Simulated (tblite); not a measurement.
Start geometry of `C#C[CH]CCN` [radical] from a force field or distance geometry (Å):
```
atom  x, y, z in Å
C1     2.461   -0.948    0.271
C2     1.515   -0.310    0.698
C3     0.412    0.465    1.246
C4    -0.225    1.312    0.140
C5    -0.767    0.474   -0.984
N6    -1.789   -0.434   -0.512
H7     3.296   -1.498   -0.105
H8     0.764    1.114    2.057
H9     0.626    1.900   -0.290
H10   -0.966    1.996    0.597
H11   -1.294    1.208   -1.653
H12    0.025    0.014   -1.575
H13   -1.435   -1.102    0.227
H14   -2.625    0.089   -0.139
```

What comes out of this run: GFN2-xTB geometry optimisation, gas phase in tblite 0.8.0?

```
atom  x, y, z in Å
C1     2.496   -0.984    0.306
C2     1.627   -0.217    0.678
C3     0.640    0.635    1.071
C4    -0.152    1.427    0.094
C5    -0.822    0.528   -0.981
N6    -1.785   -0.420   -0.474
H7     3.252   -1.644    0.004
H8     0.406    0.700    2.122
H9     0.499    2.127   -0.443
H10   -0.919    2.005    0.615
H11   -1.332    1.170   -1.705
H12   -0.043   -0.034   -1.502
H13   -1.337   -1.067    0.166
H14   -2.530    0.053    0.027
```

The energy falls by 20.1 kcal/mol over 57 L-BFGS steps, the largest force on an atom goes from 3.40 to 0.010 eV/Å, and the atoms move by 0.219 Å rms after alignment. The bond that changes most is C2–C3 (ends: carbon bonded to 2 C; carbon bonded to 2 C and H), which shortens by 0.092 Å. Bonds longer at the end by more than 0.005 Å: 1 of 13; shorter: 9. Among the angles that change most is C2–C3–C4, from 109.8° to 122.0°. Among the dihedrals that turn most is H8–C3–C4–C5, from -178° to -122°. Rotational constants go from 6417, 2234, 1994 to 6424, 2188, 1919 MHz. The orientation of the end geometry is arbitrary; only internal coordinates are fixed.

On an Arm Neoverse V1 with one thread, no GPU, on a shared host, this took 0.24 s.

Its lowest GFN2-xTB frequency is 16i cm⁻¹, too small to tell a flat minimum from a shallow saddle.

One conformer stands for the species.

These are computed values.
